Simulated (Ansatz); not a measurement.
Ansatz (a program for electronic structure) input:

Ansatz 0.2 input:
```yaml
crystal:
  periodic: [false, false, false]
  atoms:
    - {symbol: C, position_ang: [-0.01154166, -0.76556749, 0.93697059]}
    - {symbol: C, position_ang: [-0.00055164, 0.59711357, 0.84098915]}
    - {symbol: C, position_ang: [-0.00224906, -0.80264408, -0.63844868]}
    - {symbol: C, position_ang: [0.00981811, 0.75689114, -0.66431055]}
    - {symbol: H, position_ang: [0.00073468, 1.37849926, 1.61112035]}
    - {symbol: H, position_ang: [-0.88855296, -1.26186408, -1.10165642]}
    - {symbol: H, position_ang: [0.88250307, -1.27538941, -1.09089155]}
    - {symbol: H, position_ang: [0.90183037, 1.21523446, -1.12950488]}
    - {symbol: H, position_ang: [-0.86936967, 1.22876090, -1.14027063]}
basis:
  gaussian:
    orbitals: def2-TZVP
hamiltonian:
  xc: b3lyp
  dispersion: d3bj
total_charge: -1
phonons: {temperatures: {t_min: 298.15, t_max: 298.15, t_step: 100}}
```

What final total energy does it print?

-155.38209 Eh (B3LYP-D3(BJ)/def2-TZVP). The basis has 154 functions. The run takes roughly 100 core-seconds.

It need not be the lowest isomer of its formula. Whether it binds its extra electron was not tested at this geometry.
